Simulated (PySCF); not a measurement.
Cost against size for one kind of job: PBE0-D3(BJ)/def2-SVP geometry optimisation, gas phase (PySCF); work: geometry optimisation from a GFN2-xTB start. Hardware: an Arm Neoverse V1 with one thread, no GPU (shared host). Other jobs ran on the host; a repeat could differ by tens of per cent or more.

| species (SMILES) | atoms | electrons | basis functions | SCF cycles | gradient evaluations | wall time |
| --- | --- | --- | --- | --- | --- | --- |
| N#CC[SiH2]Cl | 9 | 54 | 98 | 38 | 6 | 18 s |
| [O]=[W](=[O])([OH])[OH] | 7 | 108 | 98 | 76 | 10 | ? |
| NC(=O)CS | 10 | 48 | 99 | 78 | 11 | 34 s |
| CC[PH](=O)CC | 17 | 58 | 143 | 52 | 8 | 65 s |
| N#Cc1cccc(C#N)c1 (charge -1 and doublet state) | 14 | 67 | 160 | 61 | 7 | ? |
| CO[Si@@H]([SiH2]O[SiH3])SC | 20 | 98 | 188 | 170 | 26 | 9.6 min |
| [C-]#CC[C@@H](C)CCC=C | 22 | 68 | 191 | 45 | 6 | 1.9 min |

Q: Estimate the withheld figures.

A: `[O]=[W](=[O])([OH])[OH]`: 55 s; `N#Cc1cccc(C#N)c1`: 2.8 min.

Q: With all rows, how does the wall time grow with the number of basis functions N?

A: A straight line through log(time) against log(N) has slope 3.1 between N = 98 and 191, and the rows scatter about it by a factor of about 2.0 (standard error of the fit). This is a fit to these rows, whose iteration counts differ, not the method's formal scaling.

Q: Which species took longest, and how many times the shortest run?

A: `CO[Si@@H]([SiH2]O[SiH3])SC`, at 9.6 min: about 32 times the shortest (18 s).
